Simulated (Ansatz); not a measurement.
Cost and result for the atomization energy of CH6FN3 (`NC(N)(N)F`) (11 atoms, 10 bonds).

Z-matrix (Å, degrees):
```
C
N 1 1.408
N 1 1.439 2 107.8
N 1 1.439 2 107.8 3 131.1
F 1 1.401 2 113.5 3 -114.5
H 2 1.010 1 110.8 3 52.4
H 2 1.010 1 110.8 3 176.6
H 3 1.011 1 110.5 2 -176.2
H 3 1.011 1 110.1 2 62.8
H 4 1.011 1 110.5 2 176.2
H 4 1.011 1 110.1 2 -62.8
```

The species carries charge 0 and has multiplicity 1. The structure was optimised at the PBE0-D4/def2-TZVP level. It is one conformer, not always the lowest. Program: Ansatz. All runs use 4 threads of a server CPU on a shared host. Times are those of one run each, without the atoms' runs, and a repeat can differ threefold. Electronic energies, without spin–orbit coupling; frozen cores. CCSD(T)/CBS adds CCSD(T) − MP2 in def2-TZVPP to the MP2 limit, and its time is that of the two runs behind it. T1 = 0.010. B3LYP takes the VWN-RPA correlation (the form of Gaussian; ORCA's B3LYP/G). HSE06 is the plane-wave form, built on full-range PBE exchange.

CCSD(T)/CBS is a level of theory with its own doubt, some kJ/mol a heavy atom from the limit and from the frozen cores, so smaller differences don't rank the functionals.

| level | functions | wall time | atomization (kJ/mol) | difference from CCSD(T)/CBS | per bond |
| --- | --- | --- | --- | --- | --- |
| revPBE-D4/def2-TZVPP | 239 | 1.4 s | 3991.4 | 13.4 | 1.3 |
| LDA (SPW92)/def2-TZVPP | 239 | 1.4 s | 4705.4 | 727.4 | 72.7 |
| BHLYP-D4/def2-TZVPP | 239 | 1.9 s | 3817.9 | -160.1 | -16.0 |
| HSE06-D4/def2-TZVPP | 239 | 2 s | 3997.5 | 19.5 | 2.0 |
| B3LYP-D4/def2-TZVPP (with forces) | 239 | 2.8 s | 3998.0 | 20.0 | 2.0 |
| r2SCANh-D4/def2-TZVPP | 239 | 3.2 s | 3922.1 | -55.9 | -5.6 |
| B2PLYP/def2-TZVPP | 239 | 3.6 s | 3939.6 | -38.4 | -3.8 |
| CCSD(T)/def2-SVP | 100 | 4.1 s | 3698.1 | -279.9 | -28.0 |
| ωB97X-V/def2-TZVPP | 239 | 4.9 s | 4007.3 | 29.3 | 2.9 |
| ωB97M-V/def2-TZVPP (with forces) | 239 | 7 s | 4009.8 | 31.8 | 3.2 |
| MP2/def2-QZVPP | 465 | 20 s | 3995.4 | 17.4 | 1.7 |
| CCSD(T)/def2-TZVPP | 239 | 2 min | 3840.1 | -137.9 | -13.8 |
| CCSD(T)/CBS(def2) | – | 2.4 min | 3978.0 | 0.0 | 0.0 |

From PBE to PBE0 (25 % exact exchange), in def2-TZVPP and without D4, the atomization energy moves by −122.9 kJ/mol: exact exchange takes away binding that semilocal exchange gives to molecules. In def2-TZVPP, CCSD(T) changes the Hartree–Fock value by +1265.9 kJ/mol (the triples alone add +73.5 kJ/mol) and MP2 by +1339.4 kJ/mol; breaking electron pairs costs correlation energy, which Hartree–Fock lacks. At CCSD(T), def2-SVP lies −279.9 kJ/mol from the extrapolated value and def2-TZVPP −137.9 kJ/mol: correlation converges slowly with the basis, and small sets miss more of it in the bonded molecule than in its fragments.
